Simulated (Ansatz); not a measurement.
# AlF₂ (quartet): from Hartree-Fock to the top rungs, def2-TZVPP

An exercise on one series of results from a longer session: the logs are not shown, and one member is left open.

Method: def2-TZVPP, core rule «outside noble gas», up to 7 orbitals frozen; program: Ansatz 0.2.0, Gaussian basis.

Plan: UHF; ROHF; CCSD(T) on UHF.

### The system

The geometry is a PBE0/def2-TZVP stationary point (not a proven minimum).

3 atoms, charge 0, spin multiplicity 4.

Atoms are counted from 1 here; the program's logs count them from 0.

Bond lengths: Al1–F2 1.811 Å, Al1–F3 1.811 Å. Angles: F2–Al1–F3 65.9°.

The first run:

File in.yaml:

```yaml
crystal:
  periodic: [false, false, false]
  atoms:
    - {symbol: Al, position_ang: [0.000000, -0.888930, -0.000475]}
    - {symbol: F, position_ang: [0.000000, 0.631755, -0.984846]}
    - {symbol: F, position_ang: [0.000000, 0.630704, 0.985520]}
basis:
  gaussian: {orbitals: def2-TZVPP}
magnetization: {spin_polarized: true, initial_magnetization: 3}
hamiltonian: {xc: hf}
output: {orbitals: {seedname: orbitals}}
```

On the command line:

```
$ ansatz run in.yaml --threads 1 --pin off --events-out ev --progress --plain --max-ram 4096MiB --backend cpu
```

Among the steps run: UHF; ROHF; CCSD(T) on UHF.

One of the session's tables, all rows but one given; the rest of the session is left out.

It belongs to the step «Misses and costs». 

```
  method  from UCCSD(T) (kJ/mol)
    ROHF                 +1466.1
     UHF                       ?
    UMP2                   +74.2
   UCCSD                   +44.5
UCCSD(T)                       0
```

Estimate the missing values for UHF.

**Answer.** from UCCSD(T) (kJ/mol): +1444.1. In the column «from UCCSD(T) (kJ/mol)» it lies between UMP2 (+74.2) and ROHF (+1466.1).

The program flags UCCSD(T) as in doubt (see the logs), so the zero of the table is itself unsure.

To keep in mind: The report flags that the cluster equations may have other roots. The program flags UCCSD(T) as in doubt, so the zero of the table is itself unsure. Warnings: coupled cluster took another determinant than the lowest.
